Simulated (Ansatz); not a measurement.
# doublet PS: levels of theory in one basis

```xyz
2

P     0.0000    0.0000   -0.9529
S     0.0000    0.0000    0.9529
```

Basis set: def2-SVP (spherical functions). Frozen core: 10 orbitals. Correlation on ROHF uses semicanonical orbitals with singles. Charge 0, multiplicity 2.

Computed with Ansatz (development build ahead of 0.2.0); each method stands on the lowest determinant of its kind that the runs found.

```tsv
method	E − E(ROHF) (eV)	<S²> of the determinant
ROHF	0.00	0.75
UHF	-0.23	1.11
UHF-MP2	-5.72	1.11
ROHF-CCSD(T)	-7.11	–
UHF-CCSD(T)	-7.08	1.11
```

Task: What does ROHF-MP2 give on the same scale?

Result: -6.19 eV.

Caution for UHF, UHF-MP2, UHF-CCSD(T): the unrestricted determinant is spin contaminated.
